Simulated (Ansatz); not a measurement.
S₄. Charge 0, multiplicity 3. Geometry PBE0-D4/def2-TZVP; atoms count from 1.

```xyz
4

S    -1.295   -1.281   -0.155
S     1.069    1.061   -0.069
S    -0.318   -0.295   -1.445
S     0.545    0.516    1.669
```

At PBE0-D4/def2-TZVP a broken-symmetry singlet of charge 0 lies 0.29 eV below the triplet, each at its own geometry. The structure comes from a short search, and lower isomers may exist.

**Question.** Estimate the Mulliken populations from the PBE0/def2-TZVP orbitals of Ansatz.

**Answer.** 
| atom | charge (e) | spin (α − β) |
| --- | --- | --- |
| S1 | -0.05 | 0.61 |
| S2 | 0.05 | 0.39 |
| S3 | 0.05 | 0.39 |
| S4 | -0.05 | 0.61 |
Mulliken values and Mayer orders depend strongly on the basis.

**Question.** Where does the spin sit?

**Answer.** Summed by element: S 2.00, of 2 unpaired in all. Largest on single atoms: S1 0.61, S4 0.61, S2 0.39.

**Question.** And the Mayer bond orders between bonded heavy atoms (over 0.3)?

**Answer.** S1–S3 1.83 (1.89 Å); S2–S3 0.63 (2.38 Å); S2–S4 1.83 (1.89 Å).
